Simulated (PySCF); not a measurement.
# Peak assignment

Numbering as in the mapped SMILES `[O:1]=[C:2]1[NH:3][CH:4]=[C:5]2[C:6](=[O:7])[NH:8][CH:9]=[C:10]12`; H(Xn) means a hydrogen on atom n.

Level of theory: shielding tensors at PBE0/pcSseg-1 (GIAO), geometry from GFN2-xTB, in PySCF 2.14 (no relativistic terms, no solvent model, equivalent nuclei averaged, one computed conformer).

δ = σ(ref) − σ, references computed at the same level: TMS for 13C (σ = 186.93 ppm) and 1H (σ = 31.72 ppm).

(1) Assign these signals to the numbered atoms. 13C{1H} NMR (computed): δ 164.2, 136.6, 114.7.

(2) Assign these signals to the numbered atoms. 1H NMR (500 MHz, computed): δ 7.23 (d, 2H), 6.31 (br, 2H).

## Answers

(1) 
| δ (ppm) | atoms | environment | reason |
| --- | --- | --- | --- |
| 164.2 | C2/C6 | amide carbonyl carbon | it is a carbonyl in resonance with an O or N lone pair, the region of acids, esters and amides |
| 136.6 | C4/C9 | alkene carbon bearing nitrogen | an sp2 carbon further deshielded by the attached heteroatom |
| 114.7 | C5/C10 | β carbon of an enol-ether or enamine type C=C | the O or N lone pair pushes π density onto this β carbon and shields it |

(2) 
7.23 → H(C4)/H(C9), hydrogen on an alkene carbon bearing nitrogen: olefinic region
6.31 → H(N3)/H(N8), hydrogen on an amide-type nitrogen: exchangeable; this is the value without hydrogen bonding to other molecules

OH/NH shifts are gas-phase values; hydrogen bonding in solution moves them, usually downfield. Amide-type NH protons are broadened by 14N but still split neighbouring CH signals. Shifts are as computed. Against solution values, carbons near 30 ppm lie about +3 ppm off and those near 130 ppm about +5 ppm. Of 1211 compounds with measured shifts, 218 miss one by over three times the rms of a fit or turn the order of signals round; such compounds aren't used in these exercises. Hydrogen bonding in solution deshields acid and N–H amide carbonyl carbons by as much as 10 ppm beyond these values.
